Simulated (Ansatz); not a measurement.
Born–Oppenheimer molecular dynamics of BClFH3 (6 atoms, charge 0, multiplicity 1). It starts at the highest image of a converged band, a first-order saddle point between two minima.

Computed with RKS PBE0-D4/cc-pVDZ (Ansatz).

```
ensemble                      : NVE (velocity Verlet)
time step                     : 0.5 fs
steps asked                   : 200
starting velocities drawn for : 300 K
seed                          : 6721
```

First frame:

```xyz
6
Properties=species:S:1:pos:R:3
B 0.091 0.274 0.002
F 0.104 -0.121 1.581
Cl 1.572 -0.262 -0.809
H -0.984 0.038 -0.468
H 0.189 1.547 0.360
H 0.176 0.988 1.264
```

(1) How far do the bonds stretch over the last three quarters of this one trajectory? (Pairs bonded in most of those frames.)

## Answers

(1) 
```tsv
bond	mean (Å)	spread (Å)	shortest	longest
B1–Cl3	1.758	0.017	1.72	1.79
B1–H4	1.202	0.015	1.17	1.24
B1–H5	1.206	0.035	1.15	1.26
F2–H6	0.936	0.046	0.87	1.00
```

Mean temperature of the second half: 783 K. The conserved energy stayed within 0.45 meV per atom of its start (net change 0.072 meV per atom), so the integration is sound. The system heated up, since it started high on the potential surface and ran downhill. A run of 0.1 ps of so small a system gives no equilibrium averages. The orbitals stay closed-shell, which can raise the energy where a bond breaks towards radicals; this wasn't checked here.

The run took 5.9 min on 1 thread of Arm Neoverse V1 (shared host), peak memory 0.11 GiB.
